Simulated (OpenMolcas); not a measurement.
# C4H6 (SMILES C=C=CC) at TPSS0/ANO-L-VDZ

Aim: the vertical electron affinity of C4H6 at TPSS0/ANO-L-VDZ, from 2 runs. 

Program for the calculation: OpenMolcas 26.06.

## 1. The system as given

C4H6: 10 atoms, total charge 0, spin state singlet. As SMILES, `C=C=CC`. The shape is that of a GFN2-xTB optimisation.

Bond lengths: C1–C2 1.295 Å, C2–C3 1.297 Å, C3–C4 1.500 Å, C1–H5 1.079 Å, C1–H6 1.079 Å, C3–H7 1.084 Å, C4–H8 1.090 Å, C4–H9 1.087 Å, C4–H10 1.090 Å. Some angles: C1–C2–C3 179.6°, C2–C3–C4 124.6°, C2–C1–H5 121.8°, C2–C1–H6 121.9°, C2–C3–H7 119.6°, C4–C3–H7 115.8°, C3–C4–H8 110.0°, C3–C4–H9 110.8°, C3–C4–H10 110.0°, H5–C1–H6 116.3°.

## 2. A single-point energy at TPSS0/ANO-L-VDZ

File struct.xyz:

```xyz
10

C     -1.025380     1.633970    -0.801570
C     -0.212780     0.656800    -0.555290
C      0.594810    -0.326880    -0.307980
C      0.512390    -1.214870     0.897710
H     -1.931220     1.490600    -1.369940
H     -0.830430     2.637420    -0.456360
H      1.396650    -0.547750    -1.002720
H      0.378820    -2.251640     0.589380
H     -0.319510    -0.925690     1.534870
H      1.436670    -1.151950     1.471900
```

File job.inp:

```
&gateway
 coord = struct.xyz
 basis = ANO-L-VDZ
 group = NoSym

&seward

&scf
 ksdft = HYB_MGGA_XC_TPSS0
 prorbitals = 0
```

On the command line:

```console
$ export MOLCAS_MEM=1860
$ pymolcas job.inp > job.log
```

Output:

```text
--- Start Module: gateway ---
[...]
--- Stop Module: gateway /rc=_RC_ALL_IS_WELL_ ---
--- Start Module: seward ---
[...]
      Basis functions           48
--- Stop Module: seward /rc=_RC_ALL_IS_WELL_ ---
[...]
--- Start Module: scf ---
[...]
       Convergence after  12 Iterations
[...]
::    Total KS-DFT energy                            -155.9460363315
[...]
      Total spin, S                                     0.0000000000
[...]
      Total electronic charge=   30.000000
      Total            charge=   -0.000000
[...]
      Dipole Moment (debye):
      Origin of the operator (angstrom)=   -0.0266    0.1523   -0.1560
                   X=  1.4800E-01               Y= -3.8232E-01               Z=  2.8433E-01           Total=  4.9891E-01
      Quadrupole Moment (debye*angstrom):
[...]
--- Stop Module: scf /rc=_RC_ALL_IS_WELL_ ---
[...]
```

It took 9 s on 1 thread of Arm Neoverse V1, shared host; peak memory 0.38 GiB.

## 3. The doublet anion

struct.xyz is that of step 2.

File job.input:

```
>>> EXPORT MOLCAS_PRINT=2
&GATEWAY
Coord = struct.xyz
Basis = ANO-L-VDZ
Group = NoSym
&SEWARD
&SCF
UHF
Charge = -1
Spin = 2
KSDFT = HYB_MGGA_XC_TPSS0
PrOrbitals = 0
```

On the command line:

```console
$ export MOLCAS_MEM=1860
$ pymolcas job.input > job.log
```

Output:

```text
--- Start Module: gateway ---
[...]
--- Stop Module: gateway /rc=_RC_ALL_IS_WELL_ ---
--- Start Module: seward ---
[...]
      Basis functions           48
--- Stop Module: seward /rc=_RC_ALL_IS_WELL_ ---
[...]
--- Start Module: scf ---
[...]
       Convergence after  19 Iterations
[...]
::    Total KS-DFT energy                            -155.8803082347
[...]
      Total spin, S                                     0.5005313043
[...]
      Total electronic charge=   31.000000
      Total            charge=   -1.000000
[...]
      Dipole Moment (debye):
      Origin of the operator (angstrom)=   -0.0266    0.1523   -0.1560
                   X= -1.4233E+00               Y=  1.5096E+00               Z= -1.5431E-01           Total=  2.0805E+00
      Center of Charge (angstrom)
[...]
--- Stop Module: scf /rc=_RC_ALL_IS_WELL_ ---
[...]
```

It took 18 s on 1 thread of Arm Neoverse V1, shared host; peak memory 0.38 GiB.

## 4. Outcome

Level: TPSS0/ANO-L-VDZ.

| quantity | value |
| --- | --- |
| singlet C4H6: total energy | -155.94604 Eh |
| singlet C4H6: dipole moment | 0.50 D |
| singlet C4H6: HOMO energy | -7.41 eV |
| singlet C4H6: LUMO energy | 0.32 eV |
| singlet C4H6: HOMO–LUMO gap | 7.73 eV |
| doublet anion: total energy | -155.88031 Eh |
| doublet anion: HOMO energy (highest over α and β) | 3.14 eV |
| doublet anion: LUMO energy (lowest over α and β) | 4.46 eV |
| doublet anion: ⟨S²⟩ | 0.751 |
| vertical electron affinity (to the doublet anion) | -1.789 eV |

This program's gradients are faulty for this kind of reference, so any forces in the log (doublet anion) can't be trusted; the energy can. The anion lies 1.79 eV (173 kJ/mol) above the neutral: the electron isn't bound at this level, and such a value depends on the basis. Without diffuse functions anions come out too high. Mulliken charges (singlet C4H6) run from -0.37 on C4 to +0.18 on H5; they depend strongly on the basis. The HOMO (doublet anion) lies at positive energy, 3.14 eV; only total energies tell whether the electron is bound.
